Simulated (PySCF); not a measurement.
Structure from NMR data

An unknown has the formula CH2O2. Its calculated NMR data are:

¹H NMR (400 MHz, computed): δ 7.62 (s, 1H), 5.80 (br s, 1H).

¹³C{¹H} NMR (computed): δ 162.5 (CH).

How the numbers were obtained: GIAO PBE0/pcSseg-1 shieldings, B3LYP/pcJ-1 coupling constants, geometry from PBE0-D3(BJ)/def2-SVP, in PySCF (single conformer, relativity neglected, no solvent).

Shifts are taken against calculated references (same method and geometry level): ¹H (σ = 31.27 ppm), ¹³C (σ = 184.41 ppm) against TMS.

**Question.** Deduce the structure.

**Answer.** 
1. Rings plus π bonds: 1 (no ring in the answer).
2. Carbon types of the structure: 1 × CH, leaving 1 H on heteroatoms.
3. δC 162.5: carboxylic acid carbon; lone-pair donation from the attached heteroatom keeps it upfield of a ketone carbonyl.
4. δH 7.62: hydrogen on a carboxylic acid carbon.
5. δH 5.80: hydrogen on an acid hydroxyl oxygen; labile proton, position sensitive to the medium.

The compound is `InChI=1S/CH2O2/c2-1-3/h1H,(H,2,3)`.

Exchangeable OH/NH protons stand at their gas-phase positions; hydrogen bonding in a real sample shifts them, mostly to higher δ. Shifts are as computed. Against solution values, carbons near 30 ppm lie about +2 ppm off and those near 130 ppm about +5 ppm. Of 1211 compounds with measured shifts, 218 miss one by over three times the rms of a fit or turn the order of signals round; such compounds aren't used in these exercises. The C=O carbon of an acid or of an amide with N–H lies up to 10 ppm further downfield in solution, through hydrogen bonding that the calculation lacks. Couplings to exchangeable protons are dropped.
